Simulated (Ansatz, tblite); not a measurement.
Cost and result up the ladder for SiF2H2 (SiH₂F₂) (5 atoms). Charge 0, multiplicity 1. Geometry: r2SCAN-D4/def2-TZVP.

```xyz
5

Si    0.0155   -0.0180   -0.0496
F     0.7274   -0.3509    1.3289
F    -1.2217    0.9274    0.2557
H    -0.4876   -1.2743   -0.6323
H     0.9665    0.7158   -0.9028
```

Ansatz on 4 threads of Arm Neoverse V1 on a shared host; xTB runs through tblite on one thread. Times are rough, summed over both states, and most runs start from the orbitals of an earlier one. CCSD(T)/def2-TZVPP serves as the yardstick here, not as an exact answer. The other state is a doublet.

The xTB rows come from tblite. Correlated methods freeze 7 core orbitals.

Raw xTB energies of ions are shifted by several eV.

| level | functions | wall time | vertical IE (eV) | difference from CCSD(T)/def2-TZVPP (eV) |
| --- | --- | --- | --- | --- |
| GFN2-xTB | 19 | 0.004 s | 15.84 | 2.82 |
| GFN1-xTB | 21 | 0.006 s | 16.22 | 3.20 |
| PBE-D4/def2-TZVP | 111 | 1.1 s | 12.15 | -0.86 |
| PBE0-D4/def2-TZVP | 111 | 1.6 s | 12.63 | -0.39 |
| r2SCAN-D4/def2-TZVP | 111 | 2.9 s | 12.39 | -0.63 |
| CCSD(T)/def2-TZVPP | 132 | 9 s | 13.02 | 0.00 |
